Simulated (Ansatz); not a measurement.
Two isomers of C3H4ClF: A = `C=CC(F)Cl`, B = `C=C(F)CCl`.

Computed with Ansatz on PBE0-D4/def2-TZVP structures; ΔE is electronic, products minus reactants. CBS: MP2 limit from def2 TZ/QZ plus the TZ coupled-cluster correction, frozen cores. Functionals use def2-TZVPP. B3LYP here is the variant with VWN-RPA as its local correlation; programs differ in this. One conformer a species, not always the lowest.

A:

```xyz
9

C     0.933   -1.068   -0.069
C     0.241   -0.107    0.522
C    -0.830    0.669   -0.154
F    -1.014    0.271   -1.437
Cl   -0.415    2.412   -0.147
H     0.754   -1.338   -1.103
H     1.701   -1.609    0.468
H     0.418    0.170    1.555
H    -1.788    0.600    0.365
```

B:

```xyz
9

C    -0.686   -0.724    1.039
C    -0.420    0.239    0.175
F    -1.274    1.255    0.003
C     0.794    0.361   -0.662
Cl    0.414    0.197   -2.402
H    -1.594   -0.709    1.626
H     0.006   -1.544    1.163
H     1.510   -0.416   -0.406
H     1.251    1.342   -0.536
```

**Question.** Which isomer does CCSD(T)/CBS put lower? Give the gap. (Estimate.)

**Answer.** Computed: B, by 1.2 kcal/mol.

**Question.** Give E(B) − E(A) in kcal/mol with B3LYP, PBE0-D4, CCSD(T)/def2-TZVPP, HF/def2-TZVPP, MP2/def2-TZVPP, B3LYP-D4, r2SCAN-D4. (Best estimate.)

**Answer.** The calculation gave: B3LYP -1.9, PBE0-D4 -2.2, CCSD(T)/def2-TZVPP -1.3, HF/def2-TZVPP -1.4, MP2/def2-TZVPP -1.4, B3LYP-D4 -1.8, r2SCAN-D4 -1.9. None reverses the order clearly.

**Question.** Does the order hold for the free energy at 298.15 K (harmonic terms from PBE0-D4)? (Estimate.)

**Answer.** Ansatz gave: Yes: G(B) − G(A) = -1.4 kcal/mol, for one conformer each.

Largest T1 diagnostic: 0.011.

Leaving LDA and LC-ωPBE aside and taking each functional with its dispersion term where it has one, the values, not all of them listed here, spread over 0.6 kcal/mol, from PBE-D4 to B2PLYP. At CCSD(T), def2-SVP lies +0.7 kcal/mol from the extrapolated value and def2-TZVPP −0.1 kcal/mol.
